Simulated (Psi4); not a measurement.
Pair of molecules: H2O (SMILES O) (first 3 atoms) with H2O (SMILES O); geometry from S66by8 set.
(charge 0, multiplicity 1):
| atom | x (Å) | y (Å) | z (Å) |
|---|---|---|---|
| O | -1.5244 | -0.0436 | 0.0049 |
| H | -1.8444 | 0.8592 | -0.0166 |
| H | -0.5647 | 0.0546 | 0.0001 |
| O | 1.4467 | 0.0388 | -0.0046 |
| H | 1.8233 | -0.3996 | 0.7616 |
| H | 1.8190 | -0.4374 | -0.7500 |

Method: Psi4 with SAPT0/jun-cc-pV(D+d)Z.

Q: Give the four SAPT terms and the total, and say what mostly holds the pair together.

A: electrostatics -33.1, exchange 23.3, induction -7.2, dispersion -4.6, total -21.6 kJ/mol; the largest attraction is electrostatics.
